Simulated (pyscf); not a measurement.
**Hydrogen abstraction: AsH₃ + SiH₃• -> AsH₂• + SiH₄**

Gas phase, doublet surface, charge 0. Bonds broken: As1–H8. Bonds formed: Si2–H8. Structures and frequencies: ωB97X-D3(BJ)/def2-SVP in PySCF. Correlated levels are frozen-core, on RHF or UHF. ΔMP2 is the change of the MP2 total energy from the triple- to the quadruple-zeta basis.

Transition state (Å):

```xyz
8

As     0.7637    -0.5888     0.1554
Si    -1.0525     0.9400     0.3937
H      2.0713    -0.0707     0.7544
H      1.0500    -0.9645    -1.2987
H     -0.4974     2.1353     1.0800
H     -1.5252     1.2361    -0.9836
H     -2.1884     0.3868     1.2005
H      0.9851     1.0204    -0.6558
```

One imaginary mode, 833i cm⁻¹; descent along it reached the two sides named.

```csv
bond,change,reactant side (Å),saddle,product side
As1–H8,breaks,1.518,1.816,3.0
Si2–H8,forms,3.8,2.293,1.491
```

Electronic energies relative to the separated reactants (kJ/mol):

```csv
level,barrier,reaction energy,reverse barrier
ωB97X-D3(BJ)/def2-TZVP,77.0,-72.7,149.7
PBE/def2-TZVP,80.0,-57.6,137.6
r²SCAN/def2-TZVP,87.8,-61.1,148.9
B3LYP-D3(BJ)/def2-TZVP,93.2,-69.4,162.6
PBE0-D3(BJ)/def2-TZVP,81.8,-62.7,144.5
M06-2X/def2-TZVP,100.1,-79.2,179.3
ωB97M-D3(BJ)/def2-TZVP,97.8,-77.8,175.6
HF/def2-TZVP,163.5,-84.8,248.3
MP2/def2-QZVPP,104.8,-67.8,172.6
CCSD/def2-TZVPP,117.3,-71.1,188.4
CCSD(T)/def2-TZVPP,108.5,-68.8,177.3
CCSD(T)/def2-TZVPP + ΔMP2(QZVPP),103.9,-69.3,173.2
```

With CCSD(T)/def2-TZVPP + ΔMP2(QZVPP) energies and thermal terms (ideal gas, 1 atm, RRHO with modes under 100 cm⁻¹ raised to 100, one conformer, R ln 2 for rigid chiral ones), in kJ/mol:

```tsv
T (K)	ΔH‡	ΔG‡	ΔH	ΔG
298	97.4	136.2	-68.8	-65.9
600	100.4	174.4	-69.0	-62.9
900	104.3	210.6	-69.1	-59.8
1200	108.0	245.4	-69.1	-56.7
```

At the saddle there is also a short As–Si contact that neither side keeps. One saddle was located; it need not be the lowest between these sides. The angle at the transferred H is 70°: a side-on saddle, likely not the lowest. The CCSD(T) − MP2 part came from Ansatz, without density fitting, on the same reference. The frozen core leaves the outer d or s,p core shells of the metals and heavy elements correlated in the MP2 and CC values, and def2-TZVPP describes them poorly, which can shift differences by a few kcal/mol. Elements up to Kr have no core potential and no relativistic terms here.
